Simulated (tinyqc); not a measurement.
Inside a calculation. Method: extended Hueckel theory, for CH4. One step of it, computed by the program tinyqc.

Task: Mulliken analysis. P = C n C^T; charge = valence electrons (C 4, H 1) minus the sum of (P S)_ii on the atom; overlap population = 2 sum P_ij S_ij between two atoms.

coefficients:
```
             MO1        MO2        MO3        MO4        MO5        MO6        MO7        MO8
1C 2s   0.632830   0.000000   0.000000   0.000000   0.000000   0.000000   0.000000   1.702673
1C 2px  0.000000   0.423441  -0.140755   0.311933   0.516086   0.130320   1.038464   0.000000
1C 2py  0.000000   0.248652   0.467510  -0.126582   0.434857   1.026480  -0.344927   0.000000
1C 2pz  0.000000   0.235131  -0.240912  -0.427891  -0.951993   0.539529   0.405405   0.000000
2H 1s   0.168282   0.511706   0.048419  -0.136801   0.000568  -0.917808  -0.594588  -0.728096
3H 1s   0.168282  -0.034035  -0.207200   0.488684  -0.559030   0.776787  -0.529144  -0.728096
4H 1s   0.168282  -0.231209   0.478966  -0.005992  -0.471131  -0.192957   0.967838  -0.728096
5H 1s   0.168282  -0.246462  -0.320185  -0.345891   1.029593   0.333977   0.155895  -0.728096
```

occupations: 2.000000  2.000000  2.000000  2.000000  0.000000  0.000000  0.000000  0.000000

overlap S:
```
           1C 2s     1C 2px     1C 2py     1C 2pz     2H 1s      3H 1s      4H 1s      5H 1s
1C 2s   1.000000   0.000000   0.000000   0.000000  0.507311   0.507311   0.507311   0.507311
1C 2px  0.000000   1.000000   0.000000   0.000000  0.288874   0.288874  -0.288874  -0.288874
1C 2py  0.000000   0.000000   1.000000   0.000000  0.288874  -0.288874   0.288874  -0.288874
1C 2pz  0.000000   0.000000   0.000000   1.000000  0.288874  -0.288874  -0.288874   0.288874
2H 1s   0.507311   0.288874   0.288874   0.288874  1.000000   0.159043   0.159043   0.159043
3H 1s   0.507311   0.288874  -0.288874  -0.288874  0.159043   1.000000   0.159043   0.159043
4H 1s   0.507311  -0.288874   0.288874  -0.288874  0.159043   0.159043   1.000000   0.159043
5H 1s   0.507311  -0.288874  -0.288874   0.288874  0.159043   0.159043   0.159043   1.000000
```

Give: charges; Overlap populations.

Result:

charges: 1C -0.1708, 2H 0.0427, 3H 0.0427, 4H 0.0427, 5H 0.0427

Overlap populations:
```
pair      value
2-1    0.795661
3-1    0.795661
3-2   -0.041976
4-1    0.795661
4-2   -0.041976
4-3   -0.041976
5-1    0.795661
5-2   -0.041976
5-3   -0.041976
5-4   -0.041976
```
